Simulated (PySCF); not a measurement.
Computed data sheet: `P` (PH3)

Species: PH₃.
Atom-mapped SMILES: `[PH3:1]` (hydrogens: H2, H3, H4 on P1)

Among its groups: phosphine.

GFN2-xTB geometry:

* Point group of the GFN2-xTB geometry: C3v
* Rotational constants A, B, C of the GFN2-xTB geometry: 138.825, 138.807, 125.386 GHz

B3LYP/6-31++G** ground state and GIAO shieldings, non-relativistic (PySCF):

* Dipole moment: 0.93 D
* HOMO energy: -7.64 eV
* LUMO energy: -0.33 eV
* HOMO–LUMO gap: 7.31 eV
* 1H chemical shifts (computed TMS as zero) by class: 1.51 (H2/H3/H4) ppm
* Isotropic shieldings of nuclei other than C and H, by class: 622 (P1) ppm

Monoisotopic mass (most abundant isotopes): 33.9972 u.

The rotational constants are those of an oblate symmetric top; the small spread among constants that symmetry makes equal is optimisation noise. With B = h/(8π²I), that is 505.379 GHz u Å² over I, the principal moments of inertia are 3.64, 3.64 and 4.03 u Å² (most abundant isotopes); the inertial defect Ic − Ia − Ib is -3.2 u Å² (zero for a rigid planar frame, negative otherwise). Point group C3v permits a dipole; with 0.93 D the species has a pure rotational spectrum. In atomic units the dipole is 0.37 e·bohr (1 au = 2.5417 D).

Geometry: GFN2-xTB; no solvent, vibrations or thermal averaging.
